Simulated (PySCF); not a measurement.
Compound: trans 3-chloropropionitrile, C₃H₄ClN.
Structure used (PBE0-D3(BJ)/def2-SVP), in Å, numbered top down from 1:
```xyz
9
C3H4ClN angstrom
N      1.662   -2.079   -0.337
C      0.762   -1.391   -0.104
C     -0.350   -0.493    0.179
C      0.014    0.958   -0.115
Cl    -1.371    2.019    0.231
H     -0.642   -0.601    1.235
H     -1.219   -0.792   -0.428
H      0.287    1.092   -1.170
H      0.856    1.288    0.508
```

Method used: TDDFT CAM-B3LYP/def2-SVPD, vertical, gas phase, core orbitals frozen in the response in PySCF.

Ground-to-excited transition dipoles (e·a0, same axes as the geometry; the sign carries no meaning), for the states with f of 0.002 or more among the lowest 10:

```json
{"state": "S2", "E (hartree)": "0.2738", "μx": "0.034", "μy": "-0.141", "μz": "0.004"}
{"state": "S4", "E (hartree)": "0.2927", "μx": "0.078", "μy": "-0.150", "μz": "-0.009"}
{"state": "S6", "E (hartree)": "0.3083", "μx": "0.115", "μy": "0.040", "μz": "0.342"}
{"state": "S7", "E (hartree)": "0.3130", "μx": "-0.108", "μy": "-0.369", "μz": "0.081"}
{"state": "S8", "E (hartree)": "0.3293", "μx": "-0.079", "μy": "-0.024", "μz": "-0.224"}
{"state": "S9", "E (hartree)": "0.3338", "μx": "-0.100", "μy": "-0.469", "μz": "0.087"}
{"state": "S10", "E (hartree)": "0.3368", "μx": "0.255", "μy": "-0.061", "μz": "-0.078"}
```

**Question.** Work out the oscillator strengths.

**Answer.** f = (2/3) ΔE |μ|² with ΔE in hartree (27.2114 eV).

```
state  |μ|² (au)  |μ| (D)      f
   S2      0.021     0.37  0.004
   S4      0.029     0.43  0.006
   S6      0.132     0.92  0.027
   S7      0.155     1.00  0.032
   S8      0.057     0.61  0.013
   S9      0.237     1.24  0.053
  S10      0.075     0.70  0.017
```

**Question.** The point group is Cs. Which irreducible representation does each state belong to?

**Answer.** The ground state is totally symmetric, so the direction of μ fixes the label. Polarised normal to the mirror plane, so A″: S6 and S8. Polarised in the mirror plane, so A′: S2, S4, S7, S9 and S10.

**Question.** Which bond between heavy atoms lies closest to the direction of the S9 transition dipole?

**Answer.** C3–C4, at 2° from it; next C2–C3 at 66°.

**Question.** What angle do the transition dipoles of S7 and S10 make?

**Answer.** |cos θ| = |μa·μb| / (|μa| |μb|) = 0.10, so θ ≈ 84° (taken between 0 and 90°, since the signs are arbitrary).

**Question.** What peak molar absorption coefficient would the strongest computed level give as a lone Gaussian band 0.3 eV wide at half height?

**Answer.** ε(max) = 2.175×10⁸ f / FWHM, with the width in cm⁻¹. S9: 2.175×10⁸ × 0.0528 / 2420 ≈ 4700 L mol⁻¹ cm⁻¹.

The vertical ionisation energy (ΔSCF) is 11.71 eV, 2.55 eV above S10.

Time: 2.0 min; peak memory 0.61 GiB. Hardware: one thread of an Arm Neoverse N1, no GPU, on a shared host.

One conformer stands for the species.
